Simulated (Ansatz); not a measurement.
Run this with Ansatz 0.2.0 through its Python package and show what comes out.

`spin_ch7si2.py`
```python
'''Gap between spin states of CH7Si2 at one geometry.'''

import ansatz as az
from ase import Atoms


def main() -> None:
    atoms = Atoms(['Si', 'C', 'Si', 'H', 'H', 'H', 'H', 'H', 'H', 'H'], positions=[
        (-1.3498, 0.7365, -0.4509),
        (0.3921, 0.3496, -0.5162),
        (0.6848, -0.7022, 0.9495),
        (-2.1608, -0.392, -0.7863),
        (-1.6923, 1.8255, -1.4857),
        (0.646, -0.1601, -1.4417),
        (1.0371, 1.2598, -0.4769),
        (-0.0221, -1.9504, 0.9102),
        (0.3881, 0.0391, 2.2587),
        (2.1599, -1.0568, 1.0422),
    ])
    molecule = az.Crystal.molecule_from_ase(atoms)

    calculation = (
        molecule.calculation()
        .basis(gaussian='cc-pVDZ')  # atom-centred Gaussian functions
        .functional('r2scan', dispersion='d4')
    )
    found = {}
    for unpaired in [1, 3]:
        data = calculation.spin('collinear', total=unpaired).run(threads=1, pin='off').report
        s = unpaired / 2
        found[unpaired] = data['free_energy_ev']
        print(f'2S+1 = {unpaired + 1}: E = {found[unpaired]:.5f} eV, <S^2> = {abs(data["mean_field"]["state"]["spin_squared"]):.3f} (pure state {s * (s + 1):.2f})')
    lowest = min(found, key=found.get)
    for unpaired, e in found.items():
        print(f'multiplicity {unpaired + 1}: {96.485332 * (e - found[lowest]):.1f} kJ/mol above the lowest')


if __name__ == '__main__':
    main()
```

```console
$ python spin_ch7si2.py
2S+1 = 2: E = -16902.18060 eV, <S^2> = 0.753 (pure state 0.75)
2S+1 = 4: E = -16895.31325 eV, <S^2> = 3.763 (pure state 3.75)
multiplicity 2: 0.0 kJ/mol above the lowest
multiplicity 4: 662.6 kJ/mol above the lowest
```

In order: multiplicity 2 (+0.00 eV) and multiplicity 4 (+6.87 eV), all at the one geometry.

What to keep in mind:
- Total energies depend on the basis set; only differences at equal settings carry meaning.
- The geometry is a force-field or estimated start, not a minimum of this method, and the basis set is short of its limit. All parts are taken at fixed geometry, without zero-point energy.
- The species is open-shell (spin multiplicity 2).
- Finished in 34 s on 1 thread of Arm Neoverse V2, with other jobs on the host, peak memory 0.29 GiB.

(Lines on the test bed's own set-up are left out of the output.)
